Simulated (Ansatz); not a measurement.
# CHFLi+ (SMILES [Li][CH+]F): functionals against CCSD(T) at one geometry

Aim: energy, forces and dipole at a frame of a short trajectory, from CCSD(T) and from density functionals.

Computed with Ansatz 0.2.0, Gaussian basis. Level: single points in def2-TZVPP.

Correlated methods freeze the cores. The outer core shell of Li, Na, Mg and K is correlated.

1 further run of the same task is left out (it didn't finish).

**1. The starting structure**

SMILES `[Li][CH+]F`, 4 atoms, charge 1, spin multiplicity 1.

Atoms are counted from 1 here; the program's logs count them from 0.

Bond lengths: Li1–C2 2.196 Å, C2–F3 1.283 Å, C2–H4 1.197 Å. Angles: Li1–C2–F3 111.3°, Li1–C2–H4 141.7°, F3–C2–H4 106.2°.

As a file:

| atom | x (Å) | y (Å) | z (Å) |
| --- | --- | --- | --- |
| Li1 | 1.4875 | -0.1684 | 1.3006 |
| C2 | -0.1531 | -0.1204 | -0.1586 |
| F3 | -0.4997 | 1.0848 | -0.4295 |
| H4 | -0.9679 | -0.8261 | -0.6783 |

**2. PBE-D4/def2-TZVPP**

Input file run/in.yaml:

```yaml
crystal:
  periodic: [false, false, false]
  atoms:
    - {symbol: Li, position_ang: [1.487545, -0.168446, 1.300608]}
    - {symbol: C, position_ang: [-0.153060, -0.120383, -0.158578]}
    - {symbol: F, position_ang: [-0.499733, 1.084754, -0.429474]}
    - {symbol: H, position_ang: [-0.967912, -0.826066, -0.678317]}
basis:
  gaussian: {orbitals: def2-TZVPP}
total_charge: 1
hamiltonian: {xc: pbe, dispersion: d4}
output: {forces: true}
```

Launch:

```console
> ansatz run in.yaml --threads 2 --pin off --events-out ev --progress --plain --max-ram 3481MiB
```

**3. r2SCAN-D4/def2-TZVPP**

run/in.yaml, as its differences from that of step 2:

```diff
@@ -10,3 +10,3 @@
 total_charge: 1
-hamiltonian: {xc: pbe, dispersion: d4}
+hamiltonian: {xc: r2scan, dispersion: d4}
 output: {forces: true}
```

**4. PBE0-D4/def2-TZVPP**

run/in.yaml, as its differences from that of step 3:

```diff
@@ -10,3 +10,3 @@
 total_charge: 1
-hamiltonian: {xc: r2scan, dispersion: d4}
-output: {forces: true}
+hamiltonian: {xc: pbe0, dispersion: d4}
+output: {forces: true, orbitals: {seedname: orbitals}}
```

**5. wB97M-V/def2-TZVPP**

run/in.yaml, as its differences from that of step 4:

```diff
@@ -10,3 +10,3 @@
 total_charge: 1
-hamiltonian: {xc: pbe0, dispersion: d4}
-output: {forces: true, orbitals: {seedname: orbitals}}
+hamiltonian: {xc: {name: wB97M-V}}
+output: {forces: true}
```

**6. CCSD(T)/def2-TZVPP**

run/in.yaml, as its differences from that of step 5:

```diff
@@ -10,3 +10,3 @@
 total_charge: 1
-hamiltonian: {xc: {name: wB97M-V}}
+correlation: {method: ccsd_t}
 output: {forces: true}
```

(Steps that only read results are left out.)

Before running it: what results should come out? Wanted: energy less free atoms, CCSD(T)/def2-TZVPP; RMS force component; RMS force error; HOMO and LUMO, PBE0-D4; T1 diagnostic.

**Answer**, as computed:

| quantity | value |
| --- | --- |
| energy less free atoms, CCSD(T)/def2-TZVPP | -461.1 kJ/mol |
| RMS force component | 0.717 to 0.854 eV/Å over the methods |
| RMS force error | PBE-D4 0.213, r2SCAN-D4 0.073, PBE0-D4 0.213, wB97M-V 0.109 eV/Å |
| HOMO and LUMO, PBE0-D4 | -13.77 and -8.61 eV |
| T1 diagnostic | 0.018 |

**Reading.** Against CCSD(T) the functionals' energies less atoms differ by -62.6 to -13.5 kJ/mol, PBE-D4 by -62.6 kJ/mol. CCSD(T) in triple zeta still lacks some correlation energy of the bonds, so part of these gaps is its own basis error and they don't rank the functionals. The forces of r2SCAN-D4 come nearest to CCSD(T), those of PBE0-D4 are farthest. Frozen-core CCSD(T) forces in triple zeta carry basis errors of their own, and this is one geometry, so small gaps rank nothing. The restricted Hartree–Fock reference is unstable towards an unrestricted one at one or more of these structures.
